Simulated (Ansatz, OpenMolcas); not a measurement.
## Ansatz → OpenMolcas

This Ansatz 0.2.0 job computes AlH (SMILES [AlH]):

input.yaml:
```yaml
crystal:
  periodic: [false, false, false]
  atoms:
    - symbol: Al
      position_ang: [-0.000000, 0.000000, -1.690390]
    - symbol: H
      position_ang: [0.000000, -0.000000, 1.639110]
basis:
  gaussian: {orbitals: 3-21G.json}
hamiltonian: {xc: hf}
accuracy: high
```

```bash
$ ansatz run input.yaml --threads 1 --pin off --max-ram 3480MiB --events-out events.jsonl --progress --plain --runs-dir runs
```

(Basis files named in the input come from the Basis Set Exchange and aren't shown.)

The H2–Al1 distance was set to 3.330 Å, away from the relaxed value.

It gives a total energy of -241.003108 Eh.

Task: Write the same calculation for OpenMolcas 26.06 as an input file of the program's own.

Result: This input was run:

mol.xyz:
```
2

Al     0.000000     0.000000    -1.690390
H      0.000000     0.000000     1.639110
```

test.input:
```
* AlH Hartree-Fock

&GATEWAY
 BasLib = $CurrDir
 Coord = mol.xyz
 Basis = 3-21G
 Group = NoSym

&SEWARD

&SCF
 Thresholds = 1e-10 1e-07 1e-07 1e-05
 PrOrbitals = 1 1
```

```bash
$ export MOLCAS_MEM=1860
$ pymolcas test.input > test.log
```

(Basis files named in the input come from the Basis Set Exchange and aren't shown.)

Its energy is -241.003108 Eh, 0.000 mEh from the first.
